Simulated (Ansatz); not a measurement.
A made-up structure of CH$_{4}$LiSi, doublet:

```
7
angstrom
Li -1.9428 -0.3968 0.4161
C -0.2921 -0.0879 -0.8082
Si 0.4658 0.1243 0.8005
H -0.1210 -1.0040 -1.3713
H -0.4988 0.7824 -1.4291
H 0.4950 -0.7942 -0.8803
H 1.4483 -0.9103 1.2346
```

It is relaxed with PBE-D4/def2-SVP and then PBE0-D4/def2-TZVP (Ansatz 0.2.0). Atoms count as bonded within 1.22 times the sum of their covalent radii (H–H: 0.88 Å). The end point is not checked to be a true minimum.

(1) Does its bonding change? (A judgement: the text doesn't fix the answer.)

Results:

(1) Computed: Yes. Formed: none; broken: Li1–C2, H4–H6.

Where it ends: The first stage lowers the energy by 3.85 eV in 18 steps. It ends as CH₄LiSi ([Li][SiH][CH3]):
Li1  (-2.077, 0.838, 1.734)
C2  (0.162, -0.491, -1.172)
Si3  (-0.235, -0.192, 0.669)
H4  (0.289, -1.558, -1.377)
H5  (-0.635, -0.116, -1.818)
H6  (1.092, 0.010, -1.457)
H7  (0.958, -0.778, 1.383)
(Å)

Labels in which every atom is bracketed show which atoms are joined, not bond orders.

For scale, one of the runs: PBE0-D4/def2-TZVP relaxation, 106 basis functions, launched by `ansatz run in.yaml --threads 2 --pin off --events-out ev --progress --plain --max-ram 4352MiB`. The run took about 61 s on 2 CPU threads of an Arm Neoverse V1 (shared host).
